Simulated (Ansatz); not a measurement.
**Structure relaxation of Pd**

The calculation used Ansatz 0.2.0, DFT PBEsol, scalar-relativistic, plane waves, PAW. Cutoff 420 eV, Γ-centred k mesh, Gaussian smearing, no spin polarisation in the final step.

The start is a database structure of Pd, space group P6_3/mmc (No. 194).

```xyz
2
Lattice="2.7837 0.0000 0.0000 -1.3918 2.4107 0.0000 0.0000 0.0000 4.6289" Properties=species:S:1:pos:R:3 pbc="T T T"
Pd    1.3918    0.8036    3.4717
Pd    0.0000    1.6071    1.1572
```

Steps on the 9×9×4 mesh (2 atoms). 5 of 5 steps are shown, and the free energy counts from the last. Trial steps that were taken back and renewals of the plane-wave basis can be among the rows.

```
step  ΔF (meV/atom) V (Å³/atom) P (GPa)
   1           31.2        15.53   -10.28
   2           38.4        13.73    14.95
   3            0.4        14.75    -1.64
   4           -0.3        14.62     0.00
   5            0.0        14.62     0.04
```

A final relaxation ran on a 24×24×12 mesh. The relaxed crystal, P6_3/mmc (No. 194):

```
Pd
1.0
     2.71966    0.00000    0.00000
    -1.35983    2.35530    0.00000
     0.00000    0.00000    4.56384
Pd
2
Cartesian
  1.3598 0.7851 3.4229
  0.0000 1.5702 1.1410
```

For Pd, the volume per atom is 14.62 Å³. The density is 12.09 g/cm³. The energy over the standard structure is 0.04 eV/atom and the gap on the 24×24×12 mesh is 0 eV (a metal).

Energies count from the standard state of Pd at the same level.

The final run used a 24×24×12 mesh on its 2-atom cell and 0.10 eV smearing. The k mesh leaves about 4 meV/atom of noise in metals.

A structure relaxed within its symmetry needn't be a true minimum.